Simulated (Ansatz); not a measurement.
# C5H8O: one species, many methods

An exercise on one series of results from a longer session: the logs are not shown, and one member is left open.

Method: functionals in def2-TZVPP, the program's frozen cores in correlated methods; program: Ansatz 0.2.0, Gaussian basis.

Plan: PBE-D4, r2SCAN-D4, PBE0-D4, B3LYP-D4, ωB97X-V, ωB97M-V, B2PLYP; CCSD(T)/def2-TZVPP; MP2/def2-QZVPP; extrapolation to the limit.

## Structure used throughout

An earlier PBE0-D4 in a triple-zeta def2 set relaxation fixed the geometry.

SMILES `C=C(C)C(C)=O`, 14 atoms, charge 0, spin multiplicity 1.

Atoms are counted from 1 here; the program's logs count them from 0.

Bond lengths: C1–C2 1.333 Å, C1–H7 1.085 Å, C1–H8 1.083 Å, C2–C3 1.492 Å, C2–C4 1.493 Å, C3–H9 1.090 Å, C3–H10 1.092 Å, C3–H11 1.092 Å, C4–C5 1.507 Å, C4–O6 1.211 Å, C5–H12 1.093 Å, C5–H13 1.093 Å, C5–H14 1.088 Å. Angles: C2–C1–H7 121.2°, C2–C1–H8 122.2°, H7–C1–H8 116.7°, C1–C2–C3 123.3°, C1–C2–C4 121.1°, C3–C2–C4 115.6°, C2–C3–H9 111.1°, C2–C3–H10 110.6°, C2–C3–H11 110.6°, H9–C3–H10 109.2°, H9–C3–H11 109.2°, H10–C3–H11 106.1°, C2–C4–C5 119.7°, C2–C4–O6 119.6°, C5–C4–O6 120.8°, C4–C5–H12 111.0°, C4–C5–H13 111.0°, C4–C5–H14 108.6° and more.

The first run:

in.yaml reads:

```yaml
crystal:
  periodic: [false, false, false]
  atoms:
    - {symbol: C, position_ang: [0.362053, -1.092022, -1.000774]}
    - {symbol: C, position_ang: [0.220942, -0.497903, 0.183692]}
    - {symbol: C, position_ang: [0.603345, -1.143183, 1.473962]}
    - {symbol: C, position_ang: [-0.341248, 0.880539, 0.293175]}
    - {symbol: C, position_ang: [-0.757627, 1.617264, -0.953533]}
    - {symbol: O, position_ang: [-0.457395, 1.393619, 1.384100]}
    - {symbol: H, position_ang: [0.770402, -2.093534, -1.081550]}
    - {symbol: H, position_ang: [0.078297, -0.606912, -1.926365]}
    - {symbol: H, position_ang: [1.003045, -2.143864, 1.308340]}
    - {symbol: H, position_ang: [1.349108, -0.541399, 1.998367]}
    - {symbol: H, position_ang: [-0.258542, -1.207242, 2.142053]}
    - {symbol: H, position_ang: [0.087044, 1.740281, -1.635434]}
    - {symbol: H, position_ang: [-1.535726, 1.069225, -1.490056]}
    - {symbol: H, position_ang: [-1.136698, 2.596031, -0.666980]}
basis:
  gaussian: {orbitals: def2-TZVPP}
hamiltonian: {xc: pbe, dispersion: d4}
output: {forces: true, orbitals: {seedname: orbitals}}
```

Launch:

```
ansatz run in.yaml --threads 4 --pin off --events-out ev --progress --plain --max-ram 10444MiB
```

Among the steps run: PBE-D4 (GGA); r2SCAN-D4 (meta-GGA); PBE0-D4 (hybrid); B3LYP-D4 (hybrid); ωB97X-V (range-separated); ωB97M-V (range-separated); B2PLYP (double hybrid); CCSD(T) in def2-TZVPP; MP2 in def2-QZVPP.

One of the session's tables, all rows but one given; the rest of the session is left out.

```
            method  atoms, summed (eV)  atomisation energy (kcal/mol)
            PBE-D4           -7292.283                         1466.0
         r2SCAN-D4           -7298.710                         1431.5
           PBE0-D4           -7294.114                         1437.6
          B3LYP-D4           -7303.833                         1427.2
           ωB97X-V           -7300.960                         1425.3
           ωB97M-V           -7299.781                         1428.7
            B2PLYP           -7297.440                         1413.7
     HF/def2-TZVPP           -7272.964                         1050.9
    MP2/def2-TZVPP           -7285.814                         1416.9
   CCSD/def2-TZVPP           -7289.043                         1368.5
CCSD(T)/def2-TZVPP                   ?                              ?
           MP2/CBS           -7288.144                         1449.0
       CCSD(T)/CBS           -7291.727                         1423.1
```

**Question.** Estimate the row for CCSD(T)/def2-TZVPP.

The run gave: atoms, summed (eV): -7289.396; atomisation energy (kcal/mol): 1391.0. In the column «atoms, summed (eV)» it lies between CCSD(T)/CBS (-7291.727) and CCSD/def2-TZVPP (-7289.043).
